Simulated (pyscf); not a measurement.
Optimised with ωB97X-D3(BJ)/def2-SVP in PySCF. MP2 and CC: frozen core, UHF for open shells. ΔMP2 is the change of the MP2 total energy from the triple- to the quadruple-zeta basis.

SMILES: [SiH2]=[SiH]Cl
```xyz
6

Si     0.5074    -1.0889    -0.4824
Si     1.0643     0.5071     0.8219
Cl     2.3518     0.1898     2.3950
H     -0.5451    -0.7676    -1.4813
H      0.4570    -2.4718     0.0541
H      1.1225     1.9292     0.4065
```

What is the homolytic dissociation enthalpy (298 K, CCSD(T)/def2-TZVPP + ΔMP2(QZVPP)) of the H–Si bond of H₂Si=SiH–Cl, to [HSi=SiH–Cl]• + H•?

H–Si to [HSi=SiH–Cl]• + H•: 3.30 eV. The radicals are drawn with the spin at the cut bond; how far it spreads was not checked. H₂Si=SiH–Cl lies 0.32 eV over its isomer H₃Si–Si:–Cl [singlet], and others may lie lower still (electronic energy, ωB97M-D3(BJ)). Other isomers of [HSi=SiH–Cl]• were not searched in full and may lie lower. The CCSD(T) − MP2 part came from Ansatz, without density fitting, on the same reference.
